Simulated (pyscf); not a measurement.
Thermochemistry of product channels of H₃Ge–SeH (SMILES [GeH3][SeH]) + HCl (SMILES Cl) on the singlet surface, in kcal/mol, from ωB97M-D3(BJ)/def2-TZVP energies (ideal gas, 1 atm, RRHO with modes under 100 cm⁻¹ raised to 100, one conformer, R ln 2 for chiral ones without a mode under 150 cm⁻¹). Optimised with ωB97X-D3(BJ)/def2-SVP in PySCF.

```csv
products,ΔE,ΔH(298 K),ΔG(600 K),ΔG(900 K)
H₂Se (SMILES [SeH2]) + Cl–GeH₃ (SMILES [Cl][GeH3]),-4.6,-4.8,-4.0,-3.3
Cl–GeH₂–SeH (SMILES [Cl][GeH2][SeH]) + H₂ (SMILES [H][H]),___,-14.0,-10.9,___
```

What belongs in the gaps?


- Cl–GeH₂–SeH (SMILES [Cl][GeH2][SeH]) + H₂ (SMILES [H][H]), ΔE: -12.9
- Cl–GeH₂–SeH (SMILES [Cl][GeH2][SeH]) + H₂ (SMILES [H][H]), ΔG(900 K): -9.8

These are energies of the channels, which say nothing of barriers. Elements up to Kr have no core potential and no relativistic terms here.
